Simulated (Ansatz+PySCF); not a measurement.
Results of a calculation; reference values are marked as such.
## Several solutions for singlet C₆H₄

```tsv
atom	x (Å)	y (Å)	z (Å)
C	0.0037	0.6302	-1.2262
C	0.0060	-0.6233	-1.2420
C	0.0073	1.4651	-0.1403
C	-0.0065	-1.4573	-0.1394
C	-0.0092	0.7002	1.0515
C	-0.0090	-0.7068	1.0534
H	0.0080	2.5569	-0.1358
H	0.0073	-2.5476	-0.1306
H	-0.0092	1.2277	2.0169
H	0.0037	-1.2209	2.0165
```

Basis set: def2-SVP (spherical functions). Charge 0, multiplicity 1.

UHF was run from several starts with Ansatz (development build ahead of 0.2.0) and PySCF 2.14.0.

| run | program | start | converged | energy (hartree) | <S²> |
| --- | --- | --- | --- | --- | --- |
| A | PySCF | guess atom, instabilities followed | yes | -229.25163 | 1.34 |
| B | Ansatz | atomic start, no search | yes | -229.21599 | 0.00 |
| C | PySCF | guess minao, instabilities followed | yes | -229.25163 | 1.34 |
| D | Ansatz | stability test followed | yes | -229.25162 | 1.34 |
| E | PySCF | guess huckel, instabilities followed | yes | -229.25163 | 1.34 |
| F | PySCF | guess 1e, instabilities followed | yes | -229.25163 | 1.34 |
| G | PySCF | program defaults | yes | -229.21600 | 0.00 |
| H | Ansatz | search for the lowest state | yes | -229.25162 | 1.34 |

(1) Which runs reached the lowest solution of this kind, and what is wrong with the others?

## Answers

(1) A, C, D, E, F, H reached the lowest solution found. Converged but too high: B by 0.97 eV, G by 0.97 eV. Convergence only shows a stationary point, and even a stable one can lie too high; stability tests and further starts are what find lower ones. Caution: the unrestricted determinant is a mixture of spin states.
